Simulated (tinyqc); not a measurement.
Inside a calculation. Method: CIS on RHF in the sto-3g basis, frozen core, for H2O, spin multiplicity 1. One step of it, computed by the program tinyqc.

Task: CIS matrix, singlets. A(ia,jb) = (e_a - e_i) d_ij d_ab + 2 (ia|jb) - (ij|ab).

orbital energies (hartree): MO1 -20.237733, MO2 -1.262345, MO3 -0.620334, MO4 -0.444957, MO5 -0.388478, MO6 0.595263, MO7 0.746292

Two-electron integrals over orbitals (pq|rs), unique and non-zero (hartree); the lowest 1 orbital is frozen and left out:
```
(22|22) 0.726573    (32|32) 0.144437    (33|22) 0.642695    (33|33) 0.630713
(42|22) 0.002896    (42|33) 0.006931    (42|42) 0.124880    (43|32) 0.020787
(43|43) 0.046861    (44|22) 0.677771    (44|33) 0.597633    (44|42) -0.104725
(44|44) 0.784825    (52|52) 0.144822    (53|53) 0.028612    (54|52) -0.045968
(54|54) 0.055373    (55|22) 0.747619    (55|33) 0.626953    (55|42) -0.067882
(55|44) 0.730125    (55|55) 0.880159    (62|22) 0.141817    (62|33) 0.073979
(62|42) 0.021652    (62|44) 0.089730    (62|55) 0.158365    (62|62) 0.101136
(63|32) -0.042366   (63|43) -0.029207   (63|63) 0.073183    (64|22) 0.096039
(64|33) 0.042618    (64|42) -0.028143   (64|44) 0.119741    (64|55) 0.115331
(64|62) 0.061771    (64|64) 0.067374    (65|52) 0.059522    (65|54) -0.001645
(65|65) 0.038566    (66|22) 0.609997    (66|33) 0.569221    (66|42) 0.059136
(66|44) 0.546810    (66|55) 0.585797    (66|62) 0.094429    (66|64) 0.044415
(66|66) 0.593757    (72|32) 0.041431    (72|43) -0.033033   (72|63) 0.034983
(72|72) 0.062293    (73|22) 0.140929    (73|33) 0.090763    (73|42) -0.074377
(73|44) 0.161766    (73|55) 0.190897    (73|62) 0.077081    (73|64) 0.077173
(73|66) 0.037959    (73|73) 0.151729    (74|32) -0.075895   (74|43) 0.002339
(74|63) 0.045051    (74|72) -0.017047   (74|74) 0.067775    (75|53) 0.023759
(75|75) 0.024605    (76|32) 0.099680    (76|43) 0.047949    (76|63) -0.066922
(76|72) -0.008754   (76|74) -0.057544   (76|76) 0.116830    (77|22) 0.624467
(77|33) 0.609831    (77|42) -0.015093   (77|44) 0.609634    (77|55) 0.626459
(77|62) 0.069322    (77|64) 0.042150    (77|66) 0.564509    (77|73) 0.096206
(77|77) 0.620259
```

Give: CIS matrix A, singlet.

Result:

CIS matrix A, singlet (hartree), lower triangle:
```
        2>6      2>7     3>6     3>7     4>6     4>7     5>6     5>7
2>6  1.4499
2>7  0.0000   1.5088
3>6  0.0000  -0.0297  0.7927
3>7  0.0545   0.0000  0.0000  1.0603
4>6  0.0644   0.0000  0.0000  0.1064  0.6282
4>7  0.0000  -0.0190  0.0422  0.0000  0.0000  0.7172
5>6  0.0000   0.0000  0.0000  0.0000  0.0000  0.0000  0.4751
5>7  0.0000   0.0000  0.0000  0.0000  0.0000  0.0000  0.0000  0.5575
```
